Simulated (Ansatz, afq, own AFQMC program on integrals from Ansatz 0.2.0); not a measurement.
**Where AFQMC and coupled cluster stand for CH$_{2}$Al, doublet**

```yaml
atoms:
  - { symbol: Al, position_ang: [0.0000, -0.5254, 2.3760] }
  - { symbol: C, position_ang: [0.0000, 0.2981, -2.5243] }
  - { symbol: H, position_ang: [0.0000, 0.4390, 3.6333] }
  - { symbol: H, position_ang: [0.0000, -0.2118, -3.4850] }
```

Connectivity, by distances: AlH ··· CH.

Basis cc-pVDZ. Only valence electrons are correlated. AFQMC by an in-house program on the Cholesky factors that Ansatz 0.2.0 writes for its CCSD(T) run. ph-AFQMC/CISD is guided by a CISD state made of CCSD amplitudes; releasing the constraint for a short imaginary time cuts its bias at the price of noise, slowly where states lie close. Uncertainties: one standard error, sampling alone.

Determinant: ROHF, the one that the program's search chose, which needn't be the lowest solution. The geometry is a point of a scan.

No full CI on the walks' own integrals is used here; CCSDT(Q) serves as the reference and is uncertain by about the last step of the cluster series.

Cautions: higher spins were not checked; a spin-contaminated unrestricted determinant lies lower (UHF 210 meV lower, ⟨S²⟩ 1.27).

- T1 diagnostic: 0.0145
- weight of the determinant in the CISD state: 0.864
- size of the correlated space: 9 electrons in 36 orbitals

```
  level  correlation energy (eV)
    MP2                  -3.6686
   CCSD                  -4.9532
CCSD(T)                  -5.0302
```

(1) Estimate where AFQMC with the constraint released lies against CCSD(T) on the same integrals.

(1) 27.5 ± 15.1 meV below CCSD(T). The gap is under twice the noise, so this walk alone can't tell the two apart.

Reference: CCSDT(Q), correlation energy -5.056 eV. The released energy is read at 0.99 1/Eh, later times being too noisy (meV from the phaseless value at times in 1/Eh: 1 ± 8 at 0.24, -11 ± 14 at 0.51, -18 ± 15 at 0.99, -1 ± 22 at 1.62, 4 ± 25 at 2.40).

| level | E − E(reference) (meV) | share of correlation (%) |
| --- | --- | --- |
| CCSD(T) | 25.7 | 99.49 |
| CCSDT | 2.6 | 99.95 |
| ph-AFQMC/HF | -44.7 ± 79.2 | 100.88 |
| ph-AFQMC/CISD | 15.9 ± 9.3 | 99.69 |
| released AFQMC | -1.8 ± 15.1 | 100.04 |

A walk keeps the symmetry of its determinant, which the program's search chose and which needn't be the lowest solution, so a lower state of the same spin and another symmetry isn't excluded. Released energies are given only where the last usable release times agree within the noise; a slower fall can still hide under it.
